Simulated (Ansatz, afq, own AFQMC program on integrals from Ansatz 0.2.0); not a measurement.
GeHO, quartet in cc-pVDZ, levels against CCSDT(Q)

```xyz
3

Ge    0.0000   -0.0270    0.3220
O     0.0000    0.0391   -1.5319
H     0.0000    1.3243    1.1067
```

Connectivity, by distances: GeH–O.

Basis cc-pVDZ. Noble-gas cores (and the filled d shells of Ga–Kr and In–Xe) are frozen. AFQMC by an in-house program on the Cholesky factors that Ansatz 0.2.0 writes for its CCSD(T) run. The CISD trial takes its coefficients from CCSD amplitudes. Released means that phaseless walkers are propagated on without the constraint, phases kept. Uncertainties: one standard error, sampling alone. No spin–orbit coupling.

Determinant: UHF, the one that the program's search chose, which needn't be the lowest solution. The geometry is a point of a scan.

No full CI on the walks' own integrals is used here; CCSDT(Q) serves as the reference and is uncertain by about the last step of the cluster series.

Cautions: no relativity below Rb; no spin-orbit coupling; inner d shell frozen; lower spins were not checked; the released energies move by 1.5 errors or more from one time to the next, so no released level is given (meV from the phaseless value at times in 1/Eh: 1 ± 12 at 0.24, -5 ± 13 at 0.51, -17 ± 15 at 0.99, -1 ± 12 at 1.62, -35 ± 17 at 2.40), though the last usable value meets CCSDT(Q) within the noise.

* T1 diagnostic: 0.0232
* weight of the determinant in the CISD state: 0.901
* ⟨S²⟩ of the determinant: 3.769
* size of the correlated space: 11 electrons in 31 orbitals

Reference: CCSDT(Q), correlation energy -6.341 eV.

```csv
level,E − E(reference) (kJ/mol),share of correlation (%)
HF,611.8,0.00
MP2,88.1,85.60
CCSD,18.3,97.01
CCSD(T),4.4,99.28
CCSDT,1.5,99.75
ph-AFQMC/HF,9.2 ± 6.1,98.49
ph-AFQMC/CISD,3.0 ± 1.3,99.50
```

A walk keeps the symmetry of its determinant, which the program's search chose and which needn't be the lowest solution, so a lower state of the same spin and another symmetry isn't excluded.
